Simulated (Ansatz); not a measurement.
**SiCl (SMILES [Si]Cl): the harmonic wavenumber, rung by rung**

SiCl, doublet, SMILES `[Si]Cl`. Each level relaxes the structure for itself.

Quantity: the harmonic wavenumber, in cm⁻¹. The values are calculated.

```tsv
level	kind	program	value (cm⁻¹)	less CCSD(T)/def2-TZVP
USVWN5/def2-TZVP	LDA	Ansatz	533	0
UB3LYP-D4/def2-TZVP	global hybrid	Ansatz	512	-21
UPBE0-D4/def2-TZVP	global hybrid	Ansatz	533	0
U-wB97X-V/def2-TZVP	range-separated hybrid	Ansatz	540	+7
UCCSD(T)/def2-TZVP	coupled cluster or CI	Ansatz	533	0
```

Differences are taken from UCCSD(T)/def2-TZVP for orientation; it has basis-set and higher-order errors of its own. Harmonic and unscaled. The values span 512 to 540 cm⁻¹.
